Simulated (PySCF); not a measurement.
# Worked example for `N=CC1CC1` (C4H7N): ionisation energy to the radical cation

Level of theory: ωB97X-D3(BJ)/ma-def2-TZVP single points in PySCF, grid level 2; every species was optimised with PBE0-D3(BJ)/def2-SVP. The prefix ma- adds one diffuse s and one diffuse p function on all atoms but H. ωB97X-D3(BJ) is ωB97X-V with D3(BJ) in place of VV10. Zero-point energies come from unscaled GFN2-xTB harmonic frequencies. These were taken at the GFN2-xTB minima.

```csv
state,structure,E / Eh
parent,parent,-211.518082
radical cation,parent,-211.150021
radical cation,radical cation,-211.176629
parent,radical cation,-211.482746
```

Zero-point energy of the radical cation less that of the parent: -0.119 eV. 1 Eh = 27.2114 eV.

Work out the vertical and adiabatic ionisation energy.

Vertical: (-211.150021) − (-211.518082) = 0.368061 Eh = 10.02 eV. Adiabatic: 0.341453 Eh = 9.291 eV, and 9.17 eV with zero-point energy.

And the inner reorganisation energy of self-exchange?

The radical cation relaxes by 724.0 meV and the parent by 961.5 meV, so λ = 1686 meV.
